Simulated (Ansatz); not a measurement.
# AlN (triplet): the correlation ladder at distance Al1–N2 = 2.230 Å, 6-31G

Aim: climb from Hartree-Fock through coupled cluster and multireference methods for AlN (triplet) at one geometry and basis, and see what each rung misses.

The runs use Ansatz 0.2.0, Gaussian basis; 6-31G, core rule «outside noble gas», up to 6 orbitals frozen.

To be run: UHF; CCSD(T) on ROHF; CCSD(T) on UHF; BCCD(T) on ROHF; CISD; CCSDT(Q) on ROHF; CCSDT(Q) on UHF; CISDTQ; CCSDTQ on ROHF; CCSDTQ on UHF; CASSCF and MRCISD+Q, 4 electrons in 4 orbitals; CASSCF and NEVPT2, 4 electrons in 4 orbitals; CASSCF and MRCISD+Q, 8 electrons in 8 orbitals; CASSCF and NEVPT2, 8 electrons in 8 orbitals; Full CI.

19 further runs of the same task are left out: 2 for a known fault of the program, 11 that didn't finish, 6 set aside as unsound or not needed.

## 1. The system

The geometry derives from a PBE0/def2-TZVP stationary point (not a proven minimum). One bond is set to the value named and the two fragments are kept rigid.

2 atoms, charge 0, spin multiplicity 3.

Atoms are counted from 1 here; the program's logs count them from 0.

Bond lengths: Al1–N2 2.230 Å.

Geometry (Å):

```xyz
2
AlN
Al    0.00000    0.00000    0.00000
N     0.00000    0.00000    2.23000
```

## 2. UHF

Contents of in.yaml:

```yaml
crystal:
  periodic: [false, false, false]
  atoms:
    - {symbol: Al, position_ang: [0.000000, 0.000000, 0.000000]}
    - {symbol: N, position_ang: [0.000000, 0.000000, 2.230000]}
basis:
  gaussian: {orbitals: 6-31G}
magnetization: {spin_polarized: true, initial_magnetization: 2}
hamiltonian: {xc: hf}
output: {orbitals: {seedname: orbitals}}
```

Started as:

```
> ansatz run in.yaml --threads 1 --pin off --events-out ev --progress --plain --max-ram 2393MiB
```

After this run come: CCSD(T) on ROHF; CCSD(T) on UHF; BCCD(T) on ROHF; CISD; CCSDT(Q) on ROHF; CCSDT(Q) on UHF; CISDTQ; CCSDTQ on ROHF; CCSDTQ on UHF; CASSCF and MRCISD+Q, 4 electrons in 4 orbitals; CASSCF and NEVPT2, 4 electrons in 4 orbitals; CASSCF and MRCISD+Q, 8 electrons in 8 orbitals; CASSCF and NEVPT2, 8 electrons in 8 orbitals; Full CI.

Before running them: what should the planned runs give, taken together? Wanted: FCI from the RHF energy; RMP2 from FCI; UMP2 from FCI; RCCSD from FCI; RCCSD(T) from FCI; UCCSD(T) from FCI; RCCSDT(Q) from FCI; UCCSDT(Q) from FCI; NEVPT2 pair from FCI.

As calculated:

| quantity | value |
| --- | --- |
| FCI from the ROHF energy | -3.0644 eV |
| RMP2 from FCI | +74.9 kJ/mol |
| UMP2 from FCI | +75.3 kJ/mol |
| RCCSD from FCI | +7.7 kJ/mol |
| RCCSD(T) from FCI | +2.5 kJ/mol |
| UCCSD(T) from FCI | +2.4 kJ/mol |
| RCCSDT(Q) from FCI | +0.1 kJ/mol |
| UCCSDT(Q) from FCI | -0.1 kJ/mol |
| NEVPT2 pair from FCI | +64.8 kJ/mol |
| MRCISD+Q pair from FCI | -0.7 kJ/mol |
| NEVPT2 valence from FCI | +34.8 kJ/mol |
| levels within 1 kcal/mol (43 meV) | RCCSD(T), UCCSD(T), BCCD(T), RCCSDT, UCCSDT, CISDTQ, RCCSDT(Q), UCCSDT(Q), RCCSDTQ, UCCSDTQ, MRCISD+Q pair, MRCISD+Q valence |
| T1 diagnostic | 0.033 |
| effectively unpaired electrons | 2.10 |

RCCSD(T) lands +2.5 kJ/mol from the yardstick (0.8 % of the correlation energy). MRCISD+Q pair falls below full CI: the +Q correction isn't variational, and the cores differ from full CI's. One determinant dominates. Of the multireference levels listed MRCISD+Q pair comes nearest in total energy (-0.7 kJ/mol), which doesn't show that its space is the better one. These misses are within one basis, not against nature; the frozen cores of restricted and unrestricted runs differ, which can shift their rows.

Levels on UHF freeze UHF's core orbitals, full CI those of ROHF, so the U rows can settle a little off it for that reason alone.

With open shells the CI space here admits some triples and quadruples, so it is larger than plain CISD.
